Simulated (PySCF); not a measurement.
PySCF input (BP86/def2-SVP):

```python
from pyscf import gto, dft

mol = gto.M(
    atom='''
    O    -0.01015087    1.07558797   -0.21689088
    O     0.00927284    0.00110539    0.42846783
    O     0.00087803   -1.07669336   -0.21157695
    ''',
    basis='def2-svp',
    charge=0,
    spin=0,
    verbose=4,
)

mf = dft.RKS(mol, xc='bp86')
mf.grids.level = 3
mf.conv_tol = 1e-9
mf.max_cycle = 100
mf.max_memory = 1500
mf.kernel()
if not mf.converged:
    mf = mf.newton()
    mf.kernel(mf.make_rdm1())
mf.dip_moment()
```

Task: Predict the final energy.

Result: -225.26884 Eh.
